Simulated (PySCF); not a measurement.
Formaldehyde, CH₂O.
Atom-mapped SMILES: `[CH2:1]=[O:2]` (hydrogens: H3, H4 on C1)

Cartesian coordinates in Å at the BHandHLYP/6-31+G* level; atoms count from 1:
```
atom  x, y, z in Å
C1    -0.0071    0.0041   -0.0051
O2     1.1256   -0.3804   -0.0117
H3    -0.8535   -0.6930    0.0177
H4    -0.2548    1.0723   -0.0239
```

Computed with PySCF, BHandHLYP/6-31+G* geometry optimisation, gas phase.

Masses are those of the commonest isotopes; rigid-rotor values at the optimised geometry. 

Problem. Give the principal moments of inertia and the rotational constants in MHz.

Solution. Ia = 1.75, Ib = 12.80, Ic = 14.55 u·Å²; 505379 MHz·u·Å²/I gives A = 288481, B = 39480, C = 34727 MHz.

Problem. What kind of rotor is it?

Solution. A near-prolate asymmetric top. Ray's parameter κ = (2B − A − C)/(A − C) = -0.963; −1 is the prolate and +1 the oblate limit.

Problem. Is it planar, by Δ = Ic − Ia − Ib?

Solution. Planar: Δ = Ic − Ia − Ib = 0.00 u·Å². For a rigid frame Δ = −2 Σ m c², so it vanishes when all atoms lie in the ab plane; here none is more than 0.01 Å from it.

Problem. List the rotational levels J(Ka,Kc) to J = 5 (MHz).

Solution. Above 0(0,0):
J = 1: 1(0,1) 74207, 1(1,1) 323208, 1(1,0) 327961
J = 2: 2(0,2) 222553, 2(1,2) 466869, 2(1,1) 481127, 2(2,1) 1228131, 2(2,0) 1228198
J = 3: 3(0,3) 444905, 3(1,3) 682319, 3(1,2) 710834, 3(2,2) 1450751, 3(2,1) 1451088, 3(3,1) 2707681, 3(3,0) 2707682
J = 4: 4(0,4) 741059, 4(1,4) 969509, 4(1,3) 1017030, 4(2,3) 1747527, 4(2,2) 1748537, 4(3,2) 3004642, 4(3,1) 3004646, 4(4,1) 4764162, 4(4,0) 4764162
J = 5: 5(0,5) 1110750, 5(1,5) 1328374, 5(1,4) 1399645, 5(2,4) 2118411, 5(2,3) 2120765, 5(3,3) 3375901, 5(3,2) 3375918, 5(4,2) 5135346, 5(4,1) 5135346, 5(5,1) 7397605, 5(5,0) 7397605
The levels of one J sum to (2J + 1)J(J + 1)(A + B + C)/3.

Problem. Which types of transition are allowed, and where do some lines up to J = 2 fall?

Solution. The dipole components are |μa| = 2.67 D, |μb| = 0.00 D, |μc| = 0.00 D; the symmetry axis of this C2v structure is a, so μb and μc vanish by symmetry and there are no b-type or c-type lines. Some lines, for components of 0.1 D or more:

```csv
type,branch,"J(Ka,Kc)",MHz,lower level (cm⁻¹)
a,Q,"1(1,0) ← 1(1,1)",4753,10.781
a,Q,"2(1,1) ← 2(1,2)",14258,15.573
a,R,"1(0,1) ← 0(0,0)",74207,0.000
a,R,"2(1,2) ← 1(1,1)",143661,10.781
a,R,"2(0,2) ← 1(0,1)",148346,2.475
a,R,"2(1,1) ← 1(1,0)",153166,10.940
```

Problem. Estimate the classical rotational partition function at 298.15 K.

Solution. Point group C2v, symmetry number σ = 2; q = (√π/σ)·√((kT/h)³/(ABC)), k/h = 20836.6 MHz/K: 690 at 298.15 K.

Whether it is a minimum is left open (no frequencies). These are rigid-rotor constants of the computed structure; measured ground-state constants (B0) also hold zero-point vibration.
